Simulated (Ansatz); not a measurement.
**triplet AlP: levels of theory in one basis**

```xyz
2

Al    0.0169   -0.0455   -1.0918
P    -0.0180   -0.0184    1.0608
```

Basis set: def2-SVP (spherical functions). Frozen core: 10 orbitals. Correlation on ROHF uses semicanonical orbitals with singles. Charge 0, multiplicity 3.

Computed with Ansatz (development build ahead of 0.2.0); each method stands on the lowest determinant of its kind that the runs found.

```csv
method,E − E(ROHF) (eV),<S²> of the determinant
ROHF,0.00,2.00
UHF,-0.18,2.24
UHF-MP2,-3.15,2.24
UHF-CCSD(T),-4.33,2.24
```

Problem. What does ROHF-MP2 give on the same scale?

Solution. -3.22 eV.

Problem. Is a single determinant a sound starting point here?

Solution. Only with care. Unrestricted orbitals gain 0.18 eV and <S²> is 2.24 against 2.00 for a pure state, a contamination that matters most for the unrestricted series.

Caution for UHF, UHF-MP2, UHF-CCSD(T): the unrestricted determinant is spin contaminated; the determinant may break the point group. Caution for ROHF-MP2: a plain start can end on a higher determinant. Caution for UHF-CCSD(T): another reference gives a lower total.
